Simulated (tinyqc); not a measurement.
Coupled-perturbed Hartree-Fock on RHF in the sto-3g basis, for H3O+, spin multiplicity 1, step by step. One step of it, computed by the program tinyqc.

Problem. Iteration 8 (converged): orbitals. Diagonalise F' = X^T F X, C = X C', fill 5 alpha and 5 beta electrons from the bottom; D = 2 C_occ C_occ^T. Each column has its largest component positive (the first on a tie).

converged F (hartree), lower triangle:
```
,1O 1s,1O 2s,1O 2px,1O 2py,1O 2pz,2H 1s,3H 1s,4H 1s
1O 1s,-20.793871
1O 2s,-5.294351,-2.916728
1O 2px,0.000001,-0.000005,-0.834740
1O 2py,0.000000,0.000000,0.000000,-0.834535
1O 2pz,0.003909,0.017139,0.000002,0.000000,-0.860187
2H 1s,-0.990507,-1.062449,-0.611535,0.000000,0.041705,-0.773548
3H 1s,-0.989916,-1.062019,0.305926,-0.529398,0.041686,-0.301771,-0.773287
4H 1s,-0.989916,-1.062019,0.305926,0.529398,0.041686,-0.301771,-0.301877,-0.773287
```

X, lower triangle:
```
,1O 1s,1O 2s,1O 2px,1O 2py,1O 2pz,2H 1s,3H 1s,4H 1s
1O 1s,1.024678
1O 2s,-0.146153,1.257043
1O 2px,0.000000,0.000016,1.102186
1O 2py,0.000000,0.000000,0.000000,1.102042
1O 2pz,0.001093,-0.011003,-0.000001,0.000000,1.000515
2H 1s,0.019209,-0.236497,-0.242090,0.000000,0.011109,1.156728
3H 1s,0.019202,-0.236340,0.121068,-0.209515,0.011100,-0.053928,1.156602
4H 1s,0.019202,-0.236340,0.121068,0.209515,0.011100,-0.053928,-0.053949,1.156602
```

Give: F' = X^T F X; orbital energies; coefficients C; D after iteration 8.

Solution.

F' = X^T F X (hartree), lower triangle:
```
,1,2,3,4,5,6,7,8
1,-20.410
2,-2.723,-1.650
3,0.000,0.000,-0.566
4,0.000,0.000,0.000,-0.566
5,0.007,-0.008,0.000,0.000,-0.859
6,-0.128,-0.458,-0.509,0.000,0.028,-0.291
7,-0.128,-0.458,0.255,-0.440,0.028,-0.064,-0.291
8,-0.128,-0.458,0.255,0.440,0.028,-0.064,-0.064,-0.291
```

orbital energies (hartree): MO1 -20.803, MO2 -1.704, MO3 -1.042, MO4 -1.042, MO5 -0.861, MO6 0.029, MO7 0.249, MO8 0.249

coefficients C:
```
,MO1,MO2,MO3,MO4,MO5,MO6,MO7,MO8
1O 1s,0.994,-0.241,0.000,0.000,-0.012,-0.161,0.000,0.000
1O 2s,0.026,0.885,0.000,0.000,0.057,0.991,0.000,0.000
1O 2px,0.000,0.000,0.696,0.000,0.000,0.000,0.000,-0.905
1O 2py,0.000,0.000,0.000,0.696,0.000,0.000,0.905,0.000
1O 2pz,0.000,-0.020,0.000,0.000,0.998,-0.073,0.000,0.000
2H 1s,-0.005,0.101,0.408,0.000,-0.020,-0.642,0.000,0.932
3H 1s,-0.005,0.101,-0.204,0.353,-0.020,-0.642,-0.807,-0.466
4H 1s,-0.005,0.101,-0.204,-0.353,-0.020,-0.642,0.807,-0.466
```

D after iteration 8, lower triangle:
```
,1O 1s,1O 2s,1O 2px,1O 2py,1O 2pz,2H 1s,3H 1s,4H 1s
1O 1s,2.093
1O 2s,-0.376,1.573
1O 2px,0.000,0.000,0.968
1O 2py,0.000,0.000,0.000,0.968
1O 2pz,-0.015,0.079,0.000,0.000,1.992
2H 1s,-0.058,0.177,0.567,0.000,-0.043,0.354
3H 1s,-0.058,0.177,-0.284,0.492,-0.043,-0.145,0.354
4H 1s,-0.058,0.177,-0.284,-0.492,-0.043,-0.145,-0.145,0.354
```
